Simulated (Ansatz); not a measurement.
hcp Re was calculated with PBE-D4 (PAW; Ansatz, a first-principles code).

Run with plane-wave cutoff 500 eV, 30×30×16 k mesh (along the axes of the cell as run), Fermi–Dirac smearing 0.1 eV, no spin polarisation, scalar-relativistic PAW data made under PBE.

Computed at the level's own relaxed cell.

Problem. Give the computed volume per atom, equilibrium lattice constant a and lattice parameter c.

Solution. 
* **volume per atom**: 14.68 Å³/atom
* **equilibrium lattice constant a**: 2.759 Å
* **lattice parameter c**: 4.453 Å

Measured, for comparison: lattice constant a 2.761 Å, lattice parameter c 4.458 Å (293 K, not corrected to a static lattice; as tabulated in Wikipedia's data pages). Computed (rounded) less measured: lattice constant a -0.1 %, lattice parameter c -0.1 %.

Spin–orbit coupling is not included.

Computed values are for the static lattice.

The result took roughly 2.3 core-minutes.
